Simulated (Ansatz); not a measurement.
B20 (FeSi-type) RuSi was calculated with PBE0 (plane waves, PAW; Ansatz, a program for electronic structure).

Total energies, extrapolated to zero smearing (they compare only within this program, potentials and cutoff):

```tsv
system	energy (eV/atom)
B20 (FeSi-type) RuSi, relaxed	-3259.0093
diamond-structure Si	-636.4635
hcp Ru	-5879.7490
```

Work out the formation enthalpy per atom.

ΔH_f ≈ ΔE = -3259.0093 − [1 × (-636.4635) + 1 × (-5879.7490)]/2 = -0.903 eV/atom (0 K, no vibrations). The reference value is -0.602 ± 0.02 eV/atom (measured, 298 K, copied from a table, unchecked, not corrected to a static lattice; as tabulated in Wang et al. (2021), doi:10.1038/s41598-021-94550-5), a difference of -0.301 eV/atom.

The PAW data were made under PBE.
